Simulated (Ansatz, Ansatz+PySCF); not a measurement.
| atom | x (Å) | y (Å) | z (Å) |
| --- | --- | --- | --- |
| C | 0.0000 | 0.0263 | -0.8204 |
| C | 0.0000 | -0.0263 | 0.8204 |
| O | 0.0000 | 1.1494 | -1.4659 |
| O | 0.0000 | -1.1494 | 1.4659 |
| H | 0.0000 | -1.0585 | -1.3526 |
| H | 0.0000 | 1.0585 | 1.3526 |

RHF on singlet C2H2O2 was run in several spherical basis sets with Ansatz (development build ahead of 0.2.0). Caution for RHF: an unrestricted determinant lies well below; in another basis set an unrestricted determinant lies well below.

Task: Rank the basis sets by the total energy that they give, lowest first, with the distance from the lowest.
A. 6-31G(d)
B. def2-TZVP
C. def2-SVP
D. cc-pVTZ
E. cc-pVDZ

Result: B (0.00 eV), D (0.25 eV), E (1.97 eV), A (2.59 eV), C (7.41 eV).

Totals follow the description of the cores as much as that of the bonds, so this order isn't one of quality for chemistry.
